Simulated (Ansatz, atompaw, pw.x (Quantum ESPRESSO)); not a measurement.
tantalum (Ta): one change to the PAW (atompaw) potential, in the atom and in the bcc crystal

atompaw 4.2.0.5 input, output lines left out:

```
Ta 73
GGA-PBE scalarrelativistic loggrid 2001 logderivrange -7 5 301
6 6 5 4 0 0
6 1 0
5 2 3
0 0 0
c
c
c
c
v
v
c
c
c
v
v
c
c
v
c
2
2.90 2.80 2.35 2.35
n
n
y
3.95
n
custom rrkj vanderbiltortho sinc
3 0 troulliermartins
1.40
1.95
2.20
2.90
2.90
2.90
```

Change: wave 5d channel at 3.95 Ry: rc 2.90 bohr becomes 5d channel at 2.74 Ry: rc 2.90 bohr.

Cutoffs, loose and tight: the cutoffs (Ry, on a coarse ladder) from which the occupation-weighted sum of valence levels, in a spherical-Bessel basis at the reference potential, stays within 10 and 1 mRy of its value at 400 Ry. They see the waves, projectors and local potential, not the compensation charge or the core.

Crystal test: bcc Ta in pw.x 7.5, no spin, 14³ k-points, Fermi–Dirac smearing 0.01 Ry, cutoffs set for each file from its atomic test. The reference is all-electron LAPW (Ansatz 0.2.0) with the same functional, mesh and smearing; V0 and B0 come from Birch–Murnaghan fits to the pressures at five volumes. Errors are pseudo minus all-electron; Δ is the rms difference of the E(V) curves that follow from these fits, minima aligned, over ±6 % about the mean V0. Mesh and smearing are coarse, so the numbers serve the comparison and aren't converged zero-temperature values; the lattice is a test structure that the element need not adopt.

All-electron: a0 = 3.321 Å (V0 = 18.31 Å³/atom), B0 = 193.2 GPa.

Question: Does the change bring the crystal closer to the all-electron result?

Answer: The mean pressure error goes from -1.74 to -1.61 GPa, a small move against the size of the error.

```
                 quantity       base    changed
           outcome (atom)  generated  generated
     cutoff, loose (atom)      25 Ry      25 Ry
     cutoff, tight (atom)      40 Ry      40 Ry
      bound ghosts (atom)       none       none
     cutoffs in pw.x (Ry)     50/500     50/500
                   a0 (Å)      3.311      3.312
             a0 error (%)      -0.29      -0.27
             B0 error (%)       -2.9       -3.0
             Δ (meV/atom)        6.8        6.3
mean pressure error (GPa)      -1.74      -1.61
```

Base: The largest radius (2.90 bohr) exceeds half the bond length (2.71 bohr), so the spheres overlap, which is one possible source of error among others. Changed file: The largest radius (2.90 bohr) exceeds half the bond length (2.71 bohr), so the spheres overlap, which is one possible source of error among others. The atomic cutoffs weigh occupied waves only.
